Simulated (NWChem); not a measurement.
**Correlation energy of chloromethane (CH3Cl)**

SMILES: CCl
```xyz
5

C      1.1279    -0.0568     0.0000
Cl    -0.6610     0.0333     0.0000
H      1.4635    -0.5967     0.9046
H      1.4635    -0.5967    -0.9046
H      1.5423     0.9682     0.0000
```
Charge 0, spin multiplicity 1.

The numbers come from NWChem runs, not from measurements. All single points use one geometry, from PBE/def2-SVP, a minimum by its harmonic frequencies.

Basis set: 6-31G*. Each correlation energy counts from its own Hartree-Fock reference.

The correlated methods keep 6 core orbitals frozen. The Pople sets run with spherical d functions. Coupled-cluster values serve here as a point of comparison, not as the truth.

Question: Order these methods by the correlation energy they give, lowest first: CR-CCSD[T], MP2, CCSD, CCSD+T(CCSD), SCS-MP2.

Answer: CCSD+T(CCSD) (-295.7 mHa), CR-CCSD[T] (-294.5 mHa), CCSD (-288.6 mHa), MP2 (-259.6 mHa), SCS-MP2 (-258.0 mHa)
